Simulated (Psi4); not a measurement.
# NO2F (SMILES O=[N+]([O-])F) at MP2/cc-pVTZ

What is the energy change on altering one bond length of NO2F at MP2/cc-pVTZ? 

The calculation is run with Psi4 1.11.

## Step 1: The structure to begin with

The species is NO2F (4 atoms), meant as a singlet with charge 0. SMILES: `O=[N+]([O-])F`. The shape is that of a PBE0-D4/def2-TZVP optimisation.

Bond lengths: O1–N2 1.170 Å, N2–O3 1.170 Å, N2–F4 1.442 Å. Angles: O1–N2–O3 135.6°, O1–N2–F4 112.2°, O3–N2–F4 112.2°.

## Step 2: The energy at MP2/cc-pVTZ

Contents of fno2.xyz:

```xyz
4
FNO2
O      0.188290     0.469930     1.120250
N      0.079720    -0.071800     0.089140
O      0.476580    -1.068680    -0.376880
F     -0.744590     0.670550    -0.832510
```

Contents of run.py:

```python
import numpy as np
from ase.calculators.psi4 import Psi4
from ase.io import read

atoms = read('fno2.xyz')
calc = Psi4(atoms=atoms, method='mp2', basis='cc-pVTZ', memory='2200MB', num_threads=1, charge=0, multiplicity=1, label='fno2')
calc.psi4.set_options({'puream': True, 'e_convergence': 1e-09, 'd_convergence': 1e-08, 'scf_type': 'pk', 'num_frozen_docc': 4, 'mp2_type': 'conv'})
atoms.calc = calc

print(f'energy: {atoms.get_potential_energy():.6f} eV')
```

Launch:

```
$ python run.py
```

fno2.dat:

```text
[...]
  Running in c1 symmetry.
[...]
  Nuclear repulsion =  124.476506262533732
[...]
  Multiplicity = 1
[...]
  Nalpha       = 16
  Nbeta        = 16
[...]
    Number of basis functions: 120
[...]
   @RHF iter   1:  -303.32132948843116   -2.59581e-01   6.46839e-03 DIIS/ADIIS
[...]
   @RHF iter  12:  -303.53254315733847   -9.26548e-12   7.17477e-09 DIIS
[...]
    Orbital Energies [Eh]
    ---------------------
    Doubly Occupied:
       1A    -26.377399     2A    -20.685548     3A    -20.685488
       4A    -15.988255     5A     -1.766572     6A     -1.609874
       7A     -1.532177     8A     -0.973974     9A     -0.863561
      10A     -0.844603    11A     -0.823499    12A     -0.715406
      13A     -0.687271    14A     -0.586831    15A     -0.567730
      16A     -0.536724
[...]
  @RHF Final Energy:  -303.53254315733847
   => Energetics <=
    Nuclear Repulsion Energy =            124.4765062625337322
    One-Electron Energy =                -665.5282738831963343
    Two-Electron Energy =                 237.5192244633241785
    Total Energy =                       -303.5325431573384662
[...]
 Multipole Moments:
 ------------------------------------------------------------------------------------
     Multipole            Electronic (a.u.)      Nuclear  (a.u.)        Total (a.u.)
 ------------------------------------------------------------------------------------
 L = 1.  Multiply by 2.5417464519 to convert [e a0] to [Debye]
 Dipole X            :         -0.6541182            0.6708565            0.0167383
 Dipole Y            :          0.5890609           -0.6041481           -0.0150873
 Dipole Z            :         -0.7313499            0.7500699            0.0187201
 Magnitude           :                                                    0.0292957
[...]
	SCS-MP2 Total Energy (a.u.)        :  -304.44922746024548
	SOS-MP2 Total Energy (a.u.)        :  -304.36348656239562
	SCSN-MP2 Total Energy (a.u.)       :  -303.98525509798554
[...]
	SOS-PI-MP2 Total Energy (a.u.)     :  -304.50197712990519
[...]
	MP2 Total Energy (a.u.)            :  -304.48221868843558
[...]
```

The script printed:

```text
energy: -8285.383190 eV
```

Wall time 17 s (1 thread of Intel Xeon Platinum 8259CL at 2.50GHz (Skylake/Cascade Lake), shared host); peak memory 1.1 GiB.

## Step 3: The distorted shape, same level

Contents of job.dat:

```
memory 2200 mb

molecule {
  0 1
  O      0.311961     0.358556     1.258525
  N      0.203391    -0.183174     0.227415
  O      0.600251    -1.180054    -0.238605
  F     -0.744590     0.670550    -0.832510
  symmetry c1
}

set basis cc-pVTZ
set reference rhf
set puream true
set e_convergence 1e-09
set d_convergence 1e-08
set scf_type pk
set num_frozen_docc 4
set mp2_type conv

E, wfn = energy('mp2', return_wfn=True)
print_variables()
```

Launch:

```
$ psi4 job.dat job.out -n 1
```

job.out:

```text
[...]
  Running in c1 symmetry.
[...]
  Nuclear repulsion =  118.641498230217323
[...]
  Multiplicity = 1
[...]
  Nalpha       = 16
  Nbeta        = 16
[...]
    Number of basis functions: 120
[...]
   @RHF iter   1:  -303.27328592856719   -5.10665e-01   6.50702e-03 DIIS/ADIIS
[...]
   @RHF iter  13:  -303.49969342090816   -2.21689e-12   5.70397e-09 DIIS
[...]
    Orbital Energies [Eh]
    ---------------------
    Doubly Occupied:
       1A    -26.324895     2A    -20.719757     3A    -20.719692
       4A    -16.000931     5A     -1.745129     6A     -1.555508
       7A     -1.550288     8A     -0.965268     9A     -0.858104
      10A     -0.836676    11A     -0.832925    12A     -0.665735
      13A     -0.649720    14A     -0.584391    15A     -0.561332
      16A     -0.558987
[...]
  @RHF Final Energy:  -303.49969342090816
   => Energetics <=
    Nuclear Repulsion Energy =            118.6414982302173229
    One-Electron Energy =                -654.0237099726834913
    Two-Electron Energy =                 231.8825183215580523
    Total Energy =                       -303.4996934209081587
[...]
 Multipole Moments:
 ------------------------------------------------------------------------------------
     Multipole            Electronic (a.u.)      Nuclear  (a.u.)        Total (a.u.)
 ------------------------------------------------------------------------------------
 L = 1.  Multiply by 2.5417464519 to convert [e a0] to [Debye]
 Dipole X            :         -0.4402063            0.7536606            0.3134543
 Dipole Y            :          0.3964213           -0.6787187           -0.2822974
 Dipole Z            :         -0.4921797            0.8426521            0.3504724
 Magnitude           :                                                    0.5484308
[...]
	SCS-MP2 Total Energy (a.u.)        :  -304.44358909196922
	SOS-MP2 Total Energy (a.u.)        :  -304.35546161144362
	SCSN-MP2 Total Energy (a.u.)       :  -303.96500651808327
[...]
	SOS-PI-MP2 Total Energy (a.u.)     :  -304.49808964319953
[...]
	MP2 Total Energy (a.u.)            :  -304.47721602126450
[...]
```

Run time: 19 s. Hardware: 1 thread of Intel Xeon Platinum 8259CL at 2.50GHz (Skylake/Cascade Lake), shared host; peak memory 1.1 GiB.

## Step 4: What came out

At MP2/cc-pVTZ, 4 core orbitals frozen:

| quantity | value |
| --- | --- |
| first shape: total energy | -304.48222 Eh |
| first shape: HOMO energy (Hartree–Fock orbitals) | -14.61 eV |
| first shape: LUMO energy (Hartree–Fock orbitals) | 2.01 eV |
| first shape: HOMO–LUMO gap (Hartree–Fock orbitals) | 16.62 eV |
| first shape: correlation energy (4 core orbitals frozen) | -949.7 mEh |
| distorted shape: total energy | -304.47722 Eh |
| distorted shape: HOMO energy (Hartree–Fock orbitals) | -15.21 eV |
| distorted shape: LUMO energy (Hartree–Fock orbitals) | 1.28 eV |
| distorted shape: HOMO–LUMO gap (Hartree–Fock orbitals) | 16.50 eV |
| distorted shape: correlation energy (4 core orbitals frozen) | -977.5 mEh |
| energy change with the N2–F4 bond stretched from 1.442 to 1.659 Å | 0.136 eV |

With the N2–F4 bond stretched from 1.442 to 1.659 Å the energy rises by 0.14 eV (13.1 kJ/mol). The first shape isn't relaxed at this level, so the change isn't measured from a minimum.
